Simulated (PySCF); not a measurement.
**ethylene and hydrosulfide**

A gas-phase complex of ethylene and hydrosulfide; charge -1, singlet. The structure comes from a short search (a few tight-binding starts) and was relaxed by PBE0-D3(BJ)/def2-SVPD; another way of binding may lie lower. No frequency run checks that it is a minimum.

Parts: 1 = ethylene (C=C), atoms 1–6; 2 = hydrosulfide ([SH-]), atoms 7–8, charge -1.

```tsv
atom	part	x (Å)	y (Å)	z (Å)
C1	1	-0.716	-0.040	0.140
C2	1	0.564	-0.227	-0.182
H3	1	-1.227	0.892	-0.117
H4	1	-1.305	-0.796	0.670
H5	1	1.065	-1.165	0.081
H6	1	1.162	0.530	-0.718
S7	2	2.679	2.243	-2.000
H8	2	1.756	2.474	-2.963
```

Contacts between parts, classed by geometry: H6···S7 2.622 Å (C–H hydrogen bond, 177°).

Interaction energies are complex less parts, with the parts frozen as they stand in it; counterpoise-corrected, in kcal/mol (PySCF). The CCSD(T) estimate is Hartree-Fock/aug-cc-pVTZ, plus the MP2 correlation part extrapolated as X⁻³ from aug-cc-pVDZ and aug-cc-pVTZ, plus CCSD(T) less MP2 in aug-cc-pVDZ; noble-gas cores are frozen. It isn't the exact limit.

Q: Give the interaction energy at each level run.

A: 
```json
{"level": "Hartree-Fock/aug-cc-pVTZ", "interaction": "-2.48", "superposition error removed": "-"}
{"level": "MP2/aug-cc-pVTZ", "interaction": "-4.74", "superposition error removed": "-0.56"}
{"level": "CCSD(T), estimated basis limit", "interaction": "-4.76", "superposition error removed": "-"}
```

Q: What holds them together? Decompose the MP2/aug-cc-pVTZ energy: frozen parts, their antisymmetrised product, then relaxation.

A: electrostatic -6.4, Pauli repulsion +9.2, orbital relaxation -5.3, correlation -2.8 kcal/mol, which sum to the value before the counterpoise correction, the first three by Hartree-Fock. Of the attraction, 44 % is electrostatic, 36 % is orbital relaxation, 19 % is correlation.
